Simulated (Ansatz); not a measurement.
The cluster Li₂H₂, relaxed as a quintet with UKS PBE-D4/def2-TZVP in Ansatz, starting from the PBE-D4/def2-TZVP geometry of the neutral singlet. Force threshold 0.02 eV/Å.

In the quintet geometry the species has come apart into loosely held pieces. At PBE-D4/def2-TZVP a singlet of charge 0 lies 6.37 eV below the quintet, each at its own geometry. The structure comes from a short search, and lower isomers may exist.

Start:

```xyz
4

Li   -0.453   -1.014    0.259
Li    0.443    1.017   -0.268
H    -0.657    0.551    1.006
H     0.668   -0.554   -0.998
```

```csv
step,energy (eV),largest force component (eV/Å),SCF passes
1,-430.7382,1.435,22
2,-431.3049,0.769,30
3,-431.6108,0.565,31
4,-432.3854,2.617,39
5,-432.9364,0.564,23
6,-433.0183,0.462,25
7,-433.2312,0.205,23
8,-433.3447,0.134,22
9,-433.4133,0.106,20
10,-433.4772,0.087,19
11,-433.5364,0.095,19
12,-433.5823,0.050,19
13,-433.5919,0.020,19
14,-433.5926,0.007,19
15,-433.5933,0.003,17
16,-433.5936,0.004,16
```

Force components are those of the run's own axes.

End:

Cartesian coordinates in Å:
```
Li -1.4530 -1.4313 -0.1719
Li -0.0350 1.7823 -1.0057
H -0.6103 0.9534 2.6365
H 2.0983 -1.3044 -1.4589
```

Bonds lost: Li1–H3, Li1–H4, Li2–H3, Li2–H4 (atoms count from 1). Metal–metal contacts that move far: Li1–Li2 2.28 to 3.61 Å. The end holds 4 separate pieces.

The force fell under the threshold at step 13, but the optimiser went on. No frequencies were taken in this run, so the end may be a saddle point.

Run time 4.5 s (4 threads of Arm Neoverse V1 on a shared host).
